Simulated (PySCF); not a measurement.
Compound: 2-propanamine, C3H9N.
Bonds: C1–C2, C2–C3, C2–N4. Hydrogens: H5, H6, H7 on C1; H8 on C2; H9, H10, H11 on C3; H12, H13 on N4.

Computed by this run: PySCF 2.14.0, PBE0-D3(BJ)/def2-SVP geometry optimisation, gas phase; density fitting, grid level 1; the optimiser is geomeTRIC in internal coordinates, started from an MMFF94s structure with every atom displaced at random (about 0.03 Å).

Step 0: E = -4737.9456 eV
```
atom  x, y, z in Å  |  force x, y, z in eV/Å
C1     -0.5538    1.0368    0.5851   -2.544   3.300  -1.596
C2     -0.1098   -0.0050   -0.3464    1.820   0.358  -0.982
C3      1.2910   -0.3520   -0.0270    2.108   1.009   2.982
N4     -0.8334   -1.1723   -0.2117   -7.280   0.174   0.676
H5     -0.0129    1.9973    0.4408    0.220  -0.464   0.134
H6     -0.6070    0.8243    1.6182    0.323  -0.857   1.520
H7     -1.6178    1.3742    0.3176    0.893  -0.541   0.270
H8     -0.0932    0.3705   -1.3942   -0.141   0.458   0.047
H9      1.7270   -1.1097   -0.6107    0.553  -1.401  -1.354
H10     1.4393   -0.7124    1.0597   -0.602   0.394  -1.294
H11     1.9730    0.5223   -0.0856   -0.233  -0.113  -0.220
H12    -0.5966   -1.9003   -0.8236    0.717  -1.202  -1.307
H13    -1.9751   -0.9258   -0.5002    4.165  -1.117   1.124
```

**Question.** Estimate the geometry and energy of step 1. (The exact step hangs on the optimiser's Hessian estimate; all steps are aligned on step 0, rigid shifts and turns removed.)

**Answer.** E = -4738.7344 eV, largest force 3.379 eV/Å
```
atom  x, y, z in Å  |  force x, y, z in eV/Å
C1     -0.6074    1.0818    0.6040   -0.739   0.237  -0.446
C2     -0.1029   -0.0260   -0.3131    0.973  -0.447   0.167
C3      1.3652   -0.3469   -0.0134   -0.073  -0.190   0.363
N4     -0.9735   -1.2128   -0.1347   -1.961   2.035  -1.853
H5     -0.0465    2.0111    0.4561    0.311   0.070   0.112
H6     -0.6070    0.8006    1.6732    0.168  -0.098  -0.249
H7     -1.6541    1.3578    0.3435    0.214  -0.230   0.117
H8     -0.0889    0.3262   -1.3757   -0.295   0.105   0.309
H9      1.7743   -1.1536   -0.6534   -0.187   0.147   0.064
H10     1.4795   -0.6612    1.0404   -0.020  -0.062  -0.110
H11     2.0012    0.5426   -0.1506   -0.074  -0.014  -0.073
H12    -0.6735   -1.9548   -0.7677    0.298  -0.062  -0.001
H13    -1.8358   -0.8169   -0.6865    1.385  -1.489   1.599
```

The energy changes by -0.7888 eV. The first-order estimate −F·Δx gives -1.9079 eV and the mean of the old and new forces, exact on a quadratic surface, -0.8475 eV. The step makes an angle of 63° with the force vector and moves no atom by more than 0.257 Å.

The cost below is that of the whole optimisation. Hardware: an Arm Neoverse V2 with one thread, no GPU, shared host. Cost: 28 s, 0.41 GiB resident at most.
